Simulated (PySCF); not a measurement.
CH3O, SMILES C=[OH+], charge +1. The structure is a stationary point at B3LYP-D3(BJ)/def2-TZVP. The isomer is the one that the SMILES or the coordinates give; other isomers of the formula were not compared.

TDA-LC-ωPBE/def2-TZVPD (PySCF) puts the lowest singlet excitations at 6.11, 9.90, 10.93, 11.51, 12.12, 13.31 eV.

**Question.** What are the lowest excitation roots from ADC(2)/aug-cc-pVDZ in PySCF 2.14.0? (Estimate from the structure and the level; the computed values follow.)

**Answer.** 6.22, 9.59, 10.20, 11.16, 12.59, 12.92 eV. S1 differs by 0.11 eV (second minus first; roots are paired by order, and the bases may differ).
